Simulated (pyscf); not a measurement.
PySCF, gas phase, ωB97X-D3(BJ)/def2-SVP geometries. Correlated levels are frozen-core, on RHF or UHF. ΔMP2 is the change of the MP2 total energy from the triple- to the quadruple-zeta basis.

### Question
For the elementary gas-phase step CH₄ (SMILES C) + •HC=NH (SMILES [CH]=N) -> [HC–NH–CH₃] (SMILES [CH]NC) [singlet] + H• (SMILES [H]) (doublet surface; C–H broken, C–N formed), what barrier and reaction energy does CCSD(T)/def2-TZVPP + ΔMP2(QZVPP) give, measured from the separated reactants?

### Answer
ΔE‡ = 84.5 kcal/mol, ΔE = +61.2 kcal/mol. Zero-point energy shifts the barrier by -1.0 kcal/mol. It is a substitution at C, with an imaginary mode of 1682i cm⁻¹. The same reactants have a lower exit, to HC≡N + H• + CH₄ (no saddle counted: cutting one bond, which may have a small barrier of its own, costs +23.8 kcal/mol at ωB97M-D3(BJ), against +84.4 kcal/mol here). •HC=NH lies 8.1 kcal/mol over its isomer H₂C=N•, and others may lie lower still (electronic energy, ωB97M-D3(BJ)). [HC–NH–CH₃] [singlet] lies 43.2 kcal/mol over its isomer H₃C–CH=NH, and others may lie lower still (electronic energy, ωB97M-D3(BJ)). This is the saddle that the search found; another between the same sides may lie lower. The angle at the attacked C is 180°. The CCSD(T) − MP2 part came from Ansatz, without density fitting, on the same reference.
